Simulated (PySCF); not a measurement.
Work out the structure from these simulated measurements.

Formula: CH3NO.

| Item | Value |
| --- | --- |
| NMR, other nuclei | isotropic shieldings of nuclei other than C and H, by class: 150 (1 N), -96 (1 O) ppm [GIAO PBE0/pcSseg-1] |
| Polarisability | 27.1 au [B3LYP/def2-SVPD] |
| Triplet | lowest triplet excitation (Tamm–Dancoff): 5.18 eV [TDA B3LYP/def2-SVPD] |
| Rotational structure | rotational constants A, B, C: 74.343, 11.559, 10.004 GHz [GFN2-xTB] |
| Couplings | largest of the computed one-bond spin–spin couplings (means over like bonds): 13C–1H +191.0, 15N–1H -95.9, 15N–1H -93.3, 17O–13C +24.8, 15N–13C -16.8 Hz [B3LYP/pcJ-1] |
| UV, first state | lowest singlet excitation: 5.69 eV (218 nm, f = 0.001) [TDDFT B3LYP/def2-SVPD] |
| Dipole | 4.01 D [B3LYP/def2-SVPD] |
| UV, strongest line | among the 8 lowest singlet transitions: S6 at 7.96 eV (156 nm, f = 0.319) [TDDFT B3LYP/def2-SVPD] |
| 1H NMR | chemical shifts (computed TMS as zero) by class: 8.11 (1 H), 4.65 (1 H), 4.59 (1 H) ppm [GIAO PBE0/pcSseg-1] |
| 13C NMR | chemical shifts (computed TMS as zero) by class: 159.7 (1 C) ppm [GIAO PBE0/pcSseg-1] |

Electronic properties: PySCF, gas phase, density fitting. Levels stand in brackets. Isolated species at its GFN2-xTB geometry (one conformer only). NMR classes are plain means over equivalent atoms (diastereotopic ones count apart unless rotation or inversion swaps them), as if these changed places fast.

Question: Propose a structure and show how it fits.

Answer: Numbering: `[NH2:1][CH:2]=[O:3]`. Its formula, CH3NO, gives 1 degree of unsaturation: 0 rings and 1 π bond in the structure found. The one carbon: amide carbonyl carbon [C2] (159.7 ppm). Hydrogen classes from least to most shielded: 1 H on an amide carbonyl carbon, C2 (8.11 ppm), 1 H on an amide nitrogen, N1 (4.65 ppm), 1 H on an amide nitrogen, N1 (4.59 ppm). The other shieldings belong to: 150 ppm, amide nitrogen [N1]; -96 ppm, amide oxygen [O3]. The couplings run between: +191.0 Hz, amide carbonyl carbon [C2] and its hydrogen; -95.9 Hz, amide nitrogen [N1] and its hydrogen; -93.3 Hz, amide nitrogen [N1] and its hydrogen; +24.8 Hz, amide oxygen [O3] and amide carbonyl carbon [C2]; -16.8 Hz, amide nitrogen [N1] and amide carbonyl carbon [C2]. The optimised geometry has point group Cs and is an asymmetric top. Structure: `NC=O` (formamide). Computed isomers that give other values at the same levels: `CN=O` (CH3NO) (rotational constant A: 65.949 GHz; this holds for the one conformer computed). The assignments are read from this structure; whether some other isomer fits the data as well wasn't checked.

Conformer computed: `[NH2:1][CH:2]=[O:3]`: H–N1–C2–O3 0°, H–N1–C2–O3 180°.
